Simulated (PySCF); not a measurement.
# Working out the ionisation energy of Al

Al [Ne] 3s2 3p1 (2P) → Al⁺ [Ne] 3s2 (1S). Computed with PySCF 2.14 in def2-TZVPPD (6s5p4d1f, 48 functions), with no relativity, point nucleus. Frozen: 1s2. Energies in hartree (1 hartree = 27.21139 eV):

| part | Al (lower) | Al⁺ (upper) |
| --- | --- | --- |
| UHF | -241.874447 | -241.668826 |
| CCSD correlation | -0.201510 | -0.190745 |
| (T) | -0.003213 | -0.002253 |

Question: What does Hartree-Fock give?

Answer: (-241.668826) − (-241.874447) = 0.205621 hartree = 5.595 eV.

Question: What do CCSD and CCSD(T) give?

Answer: The CCSD correlation energies differ by 0.010765 hartree = 0.293 eV and the triples by 0.000960 hartree = 0.026 eV, so CCSD gives 5.888 eV and CCSD(T) 5.914 eV.

Measured between the centres of the two terms (NIST): 5.977 eV, so CCSD(T) (valence and next inner shell) is off by -0.063 eV.

What remains against the reference includes basis incompleteness, the frozen core and higher excitations.
